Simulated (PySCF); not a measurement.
# Which functional comes closest?

Molecule: `O=C(F)C1CC1`, C4H5FO.

Cartesian coordinates in Å; atom numbers follow the order of the lines, from 1:
```xyz
11

O     1.8305    0.0788   -1.1849
C     1.3314    0.7065   -0.3102
F     1.9494    1.7804    0.2001
C     0.0371    0.4601    0.3513
C    -0.3749   -0.9863    0.5214
C    -1.0552   -0.1537   -0.4966
H    -0.2376    1.1761    1.1275
H    -0.9040   -1.2355    1.4440
H     0.3406   -1.7351    0.1731
H    -2.0738    0.1932   -0.3088
H    -0.8028   -0.3274   -1.5456
```

Geometry PBE0-D3(BJ)/def2-SVP throughout; GIAO in PySCF 2.14.0 with density-fitted response routines, gas phase, one conformer, non-relativistic; equivalent atoms averaged; basis pcSseg-2.

Reference values (measured; solution, not stated per compound (mostly CDCl3 or CCl4); Pretsch, Buehlmann, Badertscher, Structure Determination of Organic Compounds, 4th ed. (2009)): δ(H7) = 1.66 ppm. Computed shifts are taken against TMS, calculated as an isolated molecule at each level.

How do the functionals KT2, KT3, B97-D, B3LYP, PBE0, mPW1PW91 perform against the reference? Times are CPU seconds on 1 thread of an Arm Neoverse V1, shared host; the GGAs took longer than the global hybrids here, which isn't the general rule, and the cause wasn't traced.

Answers


```
functional           kind    H7  abs. error H  core-s
       KT2            GGA  1.52          0.14      48
       KT3            GGA  1.53          0.13      48
     B97-D            GGA  1.56          0.10      48
     B3LYP  global hybrid  1.53          0.13      32
      PBE0  global hybrid  1.53          0.13      31
  mPW1PW91  global hybrid  1.53          0.13      32
```

For $^{1}$H the closest is B97-D (0.10 ppm) and the furthest KT2 (0.14 ppm). One molecule is a small sample, and vibrational and solvent effects are absent from the calculation.
